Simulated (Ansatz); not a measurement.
CCSD(T) forces

C2HO (SMILES [C]#CO), doublet, displaced at random from a GFN2-xTB minimum.

```
4
angstrom
C 1.2440 -0.5719 0.8386
C 0.2268 -0.4018 0.1643
O -0.4644 0.2581 -0.5735
H -1.2243 0.8261 -0.3114
```

Program: Ansatz 0.2.0. Basis: def2-TZVPP. Cores are frozen in the correlated methods; orbitals are unrestricted. B3LYP uses VWN-RPA correlation.

CCSD(T) forces from the calculation:
| atom | Fx | Fy | Fz (eV/Å) |
| --- | --- | --- | --- |
| C1 | 3.424 | -1.268 | 2.511 |
| C2 | -0.083 | -1.145 | 1.743 |
| O3 | -4.200 | 3.282 | -4.907 |
| H4 | 0.859 | -0.868 | 0.653 |

(1) Which atom feels the largest CCSD(T) force, and how large is it?

The T1 diagnostic stays at or below 0.041. ⟨S²⟩ of the unrestricted Hartree–Fock references: 0.83 (a pure state has 0.75). The unrestricted reference is spin-contaminated, which hurts MP2 most. These are differences at one structure, and CCSD(T) in triple zeta is itself an approximation.

## Answers

(1) O3, 7.24 eV/Å, along (-0.58, 0.45, -0.68).

Root-mean-square difference of the force components from those of CCSD(T): PBE0-D4 0.403; wB97M-V 0.318; r2SCAN-D4 0.350; PBE-D4 0.309; B3LYP-D4 0.369; BHLYP-D4 0.614 eV/Å.

For scale, one of the runs: CCSD(T)/def2-TZVPP forces, 107 basis functions (an equivalent command: `ansatz run in.yaml --threads 4`). The run took 32 s on 4 CPU threads (shared host), with 1.4 GiB of host memory at its peak.
